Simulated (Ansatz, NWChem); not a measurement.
## Heat of formation of CH4N2S (thiourea) from total energies

CH4N2S: 8 atoms, total charge 0, spin state singlet. As SMILES, `NC(N)=S`. The coordinates come from a PBE0-D4/def2-TZVP relaxation. This is one conformer, not always the lowest.

Total energies at PBE/def2-SVPD (NWChem 7.3.0); the atoms run unrestricted:

```tsv
species	state	energy (Eh)
CH4N2S	singlet	-547.665516
N	quartet	-54.467748
C	triplet	-37.752188
S	triplet	-397.807385
H	doublet	-0.498629
```

Harmonic wavenumbers at PBE0-D4/def2-TZVP, in cm⁻¹: 320, 372, 400, 459, 496, 591, 651, 787, 1067, 1079, 1429, 1454, 1629, 1651, 3593, 3601, 3728, 3729.

Measured heats of formation of the gaseous atoms at 298.15 K, in kJ/mol: N 472.4, C 716.9, S 277.0, H 218.0. Spin-orbit lowering of the atoms at 298 K (mean of the ground term's levels less their thermal mean, from spectra), in kJ/mol: C 0.02, S 1.88. Take 1 Eh = 2625.50 kJ/mol, 1 cm⁻¹ = 0.0119627 kJ/mol, RT = 2.479 kJ/mol.

Q: What heat of formation follows?

A: 
1. Electronic atomisation energy: 2 × (-54.467748) + (-37.752188) + (-397.807385) + 4 × (-0.498629) − (-547.665516) = 1.175931 Eh = 3087.4 kJ/mol.
2. Zero-point energy: half the sum of the wavenumbers, 13518 cm⁻¹ = 161.7 kJ/mol.
3. Thermal vibrational enthalpy, Σ hcν̃/(exp(hcν̃/kT) − 1): 5.2 kJ/mol. Translation, rotation and pV of a non-linear molecule: 4 RT = 9.9 kJ/mol.
4. The 8 free atoms carry 5/2 RT each: 49.6 kJ/mol.
5. Spin-orbit coupling lowers the free atoms by 0.02 + 1.88 = 1.9 kJ/mol.
6. Atomisation enthalpy at 298 K: 3087.4 − 1.9 − 161.7 − 5.2 − 9.9 + 49.6 = 2958.3 kJ/mol.
7. Sum of the atoms' heats of formation: 2810.7 kJ/mol. Heat of formation: 2810.7 − 2958.3 = -147.6 kJ/mol.

The tabulated value is +22.9 kJ/mol (CRC Handbook of Chemistry and Physics), so this level is off by -170.5 kJ/mol, or 6.1 % of the atomisation enthalpy that the table implies (2787.8 kJ/mol). Gradient-corrected functionals often overbind somewhat. Anharmonicity and any spin-orbit splitting of the molecule are left out.
